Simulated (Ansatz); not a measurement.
# FSi2: the cost of one run

Method: def2-QZVPP, core rule «outside noble gas», up to 11 orbitals frozen; program: Ansatz 0.2.0, Gaussian basis.

To be run: UHF; ROHF; CCSD(T) on UHF.

**1. What is computed**

The geometry is a PBE0/def2-TZVP stationary point (not a proven minimum).

3 atoms, charge 0, spin multiplicity 4.

Atoms are counted from 1 here; the program's logs count them from 0.

Bond lengths: F1–Si2 1.608 Å, Si2–Si3 2.332 Å. Angles: F1–Si2–Si3 112.2°.

**2. UHF**

Contents of in.yaml:

```yaml
crystal:
  periodic: [false, false, false]
  atoms:
    - {symbol: F, position_ang: [0.000000, -0.606197, 1.621189]}
    - {symbol: Si, position_ang: [0.000000, 0.594494, 0.550881]}
    - {symbol: Si, position_ang: [0.000000, -0.184433, -1.647532]}
basis:
  gaussian: {orbitals: "def2-QZVPP.json"}
magnetization: {spin_polarized: true, initial_magnetization: 3}
hamiltonian: {xc: hf}
output: {orbitals: {seedname: orbitals}}
```

Command:

```bash
> ansatz run in.yaml --threads 1 --pin off --events-out ev --progress --plain --max-ram 2393MiB
```

Q: Estimate wall time and peak memory on 1 thread of Arm Neoverse V1, shared host.

About 20 s, with a peak of 0.56 GiB.
